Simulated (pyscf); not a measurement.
## Routes from H₃C–CH₂–Cl (SMILES CCCl) + CH₃• (SMILES [CH3])

Candidate steps break at most two bonds and form at most two. Each was searched with GFN2-xTB (tblite) first. Structures and frequencies: ωB97X-D3(BJ)/def2-SVP in PySCF. Energies: ωB97M-D3(BJ)/def2-TZVP, eV, from the separated reactants, doublet surface; ΔG‡ with ideal gas, 1 atm, RRHO with modes under 100 cm⁻¹ raised to 100, one conformer, R ln 2 for chiral ones without a mode under 150 cm⁻¹.

```json
[
 {"products": "H₃C–CH₂–CH₃ + Cl•", "type": "substitution at C", "ΔE‡": "1.22", "ΔE": "-0.35", "ΔG‡ 298 K": "1.70", "ΔG‡ 900 K": "2.53", "ν‡ (cm⁻¹)": "933i"},
 {"products": "H₃C–CH₃ + •H₂C–Cl", "type": "substitution at C", "ΔE‡": "2.11", "ΔE": "-0.09", "ΔG‡ 298 K": "2.56", "ΔG‡ 900 K": "3.38", "ν‡ (cm⁻¹)": "1270i"}
]
```

Plain bond fissions and candidates not yet searched are not listed, and one of them may be faster. Each barrier is that of the saddle found; lower ones may exist. Left out: orbital degeneracy and the spin-orbit lowering of Cl.
